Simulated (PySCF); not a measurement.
## Spin–spin coupling constants

Geometry:
| atom | x (Å) | y (Å) | z (Å) |
| --- | --- | --- | --- |
| C1 | -1.528 | 1.366 | -0.944 |
| C2 | -0.986 | 0.297 | -0.386 |
| C3 | -1.779 | -0.762 | 0.313 |
| C4 | 0.500 | 0.055 | -0.411 |
| O5 | 0.973 | -0.085 | 0.913 |
| C6 | 2.353 | -0.312 | 0.979 |
| H7 | -2.592 | 1.530 | -0.932 |
| H8 | -0.936 | 2.119 | -1.436 |
| H9 | -2.828 | -0.487 | 0.375 |
| H10 | -1.381 | -0.903 | 1.315 |
| H11 | -1.691 | -1.709 | -0.219 |
| H12 | 0.717 | -0.868 | -0.979 |
| H13 | 1.017 | 0.888 | -0.912 |
| H14 | 2.606 | -0.398 | 2.034 |
| H15 | 2.918 | 0.518 | 0.535 |
| H16 | 2.630 | -1.240 | 0.460 |

Indirect spin–spin couplings were computed at B3LYP/pcJ-1 (without the spin–dipole term) (PySCF) on a GFN2-xTB structure, for the isolated molecule, without vibrational or relativistic corrections. Couplings are averaged over pairs made equivalent by symmetry, fast rotation or ring inversion, so a value needn't be that of the named pair in this geometry, while other rotamers aren't included; one pair stands for each set, and the list holds a selection of those of at least 0.8 Hz over up to four bonds, among pairs with at least one C or H atom (others weren't computed).

Isotopes: 13C, 1H, 17O. Couplings to quadrupolar nuclei such as 17O and 33S are rarely resolved in practice.

| pair | bonds | J (Hz) |
| --- | --- | --- |
| C1, C2 | 1 | 81.1 |
| C1, H7 | 1 | 162.3 |
| C1, H8 | 1 | 161.6 |
| C2, C3 | 1 | 43.2 |
| C2, C4 | 1 | ? |
| C3, H9 | 1 | 133.1 |
| C4, O5 | 1 | 23.1 |
| C4, H12 | 1 | ? |
| O5, C6 | 1 | 23.5 |
| C6, H14 | 1 | ? |
| C1, C3 | 2 | 3.3 |
| C2, O5 | 2 | -7.1 |
| C2, H8 | 2 | -1.0 |
| C2, H9 | 2 | -6.4 |
| C4, C6 | 2 | -1.8 |
| H9, H10 | 2 | -15.0 |
| H12, H13 | 2 | -9.7 |
| H14, H15 | 2 | ? |
| C1, O5 | 3 | -2.3 |
| C1, H12 | 3 | ? |
| C2, C6 | 3 | ? |
| C3, H8 | 3 | 10.8 |
| C3, H12 | 3 | ? |
| C4, H8 | 3 | ? |
| C4, H14 | 3 | 6.1 |
| H7, H9 | 4 | -1.9 |

**Question.** Estimate the withheld couplings, with signs.

**Answer.** 
- 1J(C2,C4) = 48.6 Hz (bond length 1.506 Å)
- 1J(C4,H12) = 143.3 Hz (bond length 1.105 Å, sp3 carbon)
- 1J(C6,H14) = 144.5 Hz (mean over equivalent pairs that range from 141.7 to 149.1 Hz in this conformer)
- 2J(H14,H15) = -10.6 Hz (mean over equivalent pairs that range from -11.6 to -8.7 Hz in this conformer)
- 3J(C1,H12) = 5.4 Hz (dihedral angle 117°)
- 3J(C2,C6) = 5.7 Hz (dihedral angle 180°)
- 3J(C3,H12) = 3.7 Hz (mean over equivalent pairs that range from 2.1 to 5.3 Hz in this conformer)
- 3J(C4,H8) = 8.2 Hz (dihedral angle 0°)
